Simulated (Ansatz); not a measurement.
# Molecular dynamics of H₇NSi

The input (input.yaml):

```yaml
crystal:
  periodic: [false, false, false]
  atoms:
    - { symbol: Si, position_ang: [0.107128, -0.041252, 0.101552] }
    - { symbol: "N", position_ang: [0.09739, -0.310061, 2.014548] }
    - { symbol: H, position_ang: [-0.823886, -0.389834, 2.474093] }
    - { symbol: H, position_ang: [0.676593, 0.358692, 2.545301] }
    - { symbol: H, position_ang: [1.379884, 0.430024, -0.544689] }
    - { symbol: H, position_ang: [-0.694986, 1.267768, 0.19118] }
    - { symbol: H, position_ang: [-0.817672, -0.919958, -0.691036] }
    - { symbol: H, position_ang: [1.040625, -1.622516, 0.51285] }
    - { symbol: H, position_ang: [0.684123, -1.275066, 1.575702] }
basis:
  gaussian: { orbitals: def2-SVP }
hamiltonian:
  xc: pbe
  dispersion: d4
md:
  timestep: 0.5
  n_steps: 200
  ensemble: nve
  temperature: 100.0
  initial_velocities: maxwell_boltzmann
  seed: 10993
```

Command:

```bash
$ ansatz run input.yaml --threads 2 --pin off --max-ram 3072MiB --backend cpu --events-out ev --progress --plain --runs-dir out
```

It starts at the highest image of a converged band, a first-order saddle point between two minima.

Output, in part (step lines, the closing report, with atoms numbered from 0):

```
md step     0: t =     0.00 fs  T =   100.0 K  F+E_penalty+E_count = -9469.56964864 eV  E_kin = 0.090482 eV  conserved = -9469.47916664 eV  (24 SCF iters)
md step     1: t =     0.50 fs  T =    98.3 K  F+E_penalty+E_count = -9469.56810503 eV  E_kin = 0.088948 eV  conserved = -9469.47915697 eV  (27 SCF iters)
md step     2: t =     1.00 fs  T =    93.6 K  F+E_penalty+E_count = -9469.56380984 eV  E_kin = 0.084686 eV  conserved = -9469.47912370 eV  (27 SCF iters)
md step     3: t =     1.50 fs  T =    86.5 K  F+E_penalty+E_count = -9469.55729735 eV  E_kin = 0.078224 eV  conserved = -9469.47907368 eV  (27 SCF iters)
md step     4: t =     2.00 fs  T =    77.8 K  F+E_penalty+E_count = -9469.54936574 eV  E_kin = 0.070350 eV  conserved = -9469.47901576 eV  (28 SCF iters)
md step     5: t =     2.50 fs  T =    68.5 K  F+E_penalty+E_count = -9469.54093544 eV  E_kin = 0.061976 eV  conserved = -9469.47895921 eV  (27 SCF iters)
md step     6: t =     3.00 fs  T =    59.7 K  F+E_penalty+E_count = -9469.53290052 eV  E_kin = 0.053988 eV  conserved = -9469.47891253 eV  (28 SCF iters)
md step     7: t =     3.50 fs  T =    52.1 K  F+E_penalty+E_count = -9469.52600305 eV  E_kin = 0.047123 eV  conserved = -9469.47888016 eV  (28 SCF iters)
[... lines left out ...]
Total energy: -9470.85057531 eV, -348.0473390696 hartree
Atom 0 at    -0.045786     0.151349     0.206657 Å, force     0.334366    -0.851069     1.848209 eV/Å
Atom 1 at    -0.221734     0.200928     2.030730 Å, force     0.421594     0.180726    -1.198332 eV/Å
Atom 2 at    -0.901766    -0.304988     2.603373 Å, force    -0.304539    -0.017562    -0.478988 eV/Å
Atom 3 at     0.644117     0.234203     2.587420 Å, force    -0.075787     0.153702    -0.451172 eV/Å
Atom 4 at     1.450113     0.306617    -0.004391 Å, force    -0.186922    -0.233580     0.001802 eV/Å
Atom 5 at    -0.608669     1.197573    -0.676887 Å, force    -0.456125     0.555231     0.141645 eV/Å
Atom 6 at    -0.639481    -1.143184    -0.353536 Å, force     0.267457     0.212483     0.136849 eV/Å
Atom 7 at     5.440952    -7.621975    -0.683450 Å, force    -0.163309     0.079810     0.028952 eV/Å
Atom 8 at     4.754416    -7.286024    -0.562425 Å, force     0.163267    -0.079740    -0.028966 eV/Å
Dipole moment:     0.018401    -0.123366     0.225082 e Å
```

The steps, from the saved trajectory:

| time (fs) | T (K) | potential energy less start (eV) | conserved less start (meV/atom) |
| --- | --- | --- | --- |
| 0.0 | 100 | 0.000 | 0.00 |
| 3.0 | 60 | 0.037 | 0.03 |
| 6.0 | 44 | 0.051 | 0.03 |
| 9.0 | 64 | 0.033 | 0.01 |
| 12.0 | 57 | 0.039 | 0.03 |
| 15.0 | 109 | -0.007 | 0.05 |
| 18.0 | 313 | -0.193 | 0.00 |
| 21.0 | 494 | -0.355 | 0.11 |
| 24.0 | 1034 | -0.847 | -0.21 |
| 27.0 | 1316 | -1.101 | -0.01 |
| 30.0 | 1492 | -1.258 | 0.18 |
| 33.0 | 1613 | -1.370 | -0.13 |
| 36.0 | 1539 | -1.304 | -0.18 |
| 39.0 | 1380 | -1.158 | 0.05 |
| 42.0 | 1341 | -1.121 | 0.11 |
| 45.0 | 1557 | -1.323 | -0.45 |
| 48.0 | 1654 | -1.410 | -0.47 |
| 51.0 | 1517 | -1.281 | 0.08 |
| 54.0 | 1440 | -1.211 | 0.15 |
| 57.0 | 1416 | -1.192 | -0.11 |
| 60.0 | 1410 | -1.187 | -0.20 |
| 63.0 | 1407 | -1.183 | -0.05 |
| 66.0 | 1436 | -1.208 | 0.12 |
| 69.0 | 1593 | -1.354 | -0.42 |
| 72.0 | 1583 | -1.345 | -0.43 |
| 75.0 | 1370 | -1.148 | 0.04 |
| 78.0 | 1252 | -1.040 | 0.31 |
| 81.0 | 1297 | -1.084 | -0.01 |
| 84.0 | 1429 | -1.205 | -0.34 |
| 87.0 | 1447 | -1.222 | -0.31 |
| 90.0 | 1361 | -1.140 | 0.14 |
| 93.0 | 1459 | -1.232 | -0.24 |
| 96.0 | 1521 | -1.289 | -0.32 |
| 99.0 | 1440 | -1.213 | -0.05 |

All steps were run. The conserved energy stayed within 0.48 meV per atom of its start (net change -0.41 meV per atom), so the integration is sound. The kinetic energy rose, since the run started high on the potential surface and went downhill. It ends in pieces (H2 + H5NSi), so much of that is their flight and rotation, not heat. A run of 0.1 ps of so small a system gives no equilibrium averages. The orbitals stay closed-shell, which can raise the energy where a bond breaks towards radicals; this wasn't checked here.

Between its relaxed ends the band would form Si1–H8, N2–H9 and break Si1–N2, H8–H9. These pairs go: Si1–H8 1.88 → 9.56 Å, N2–H9 1.21 → 9.36 Å, Si1–N2 1.93 → 1.83 Å, H8–H9 1.17 → 0.77 Å. In the last frame they stand as before the step (other bonds may differ from the relaxed reactants and products). It ends as H2 + H5NSi. Pairs count as bonded within 1.25 times the sum of covalent radii (0.12 Å more for H–H).

Last frame:

```xyz
9
Properties=species:S:1:pos:R:3
Si -0.046 0.151 0.207
N -0.222 0.201 2.031
H -0.902 -0.305 2.603
H 0.644 0.234 2.587
H 1.450 0.307 -0.004
H -0.609 1.198 -0.677
H -0.639 -1.143 -0.353
H 5.441 -7.622 -0.683
H 4.754 -7.286 -0.562
```

Run time: 120 s on 2 threads of Arm Neoverse V2 (shared host), peak memory 0.11 GiB.
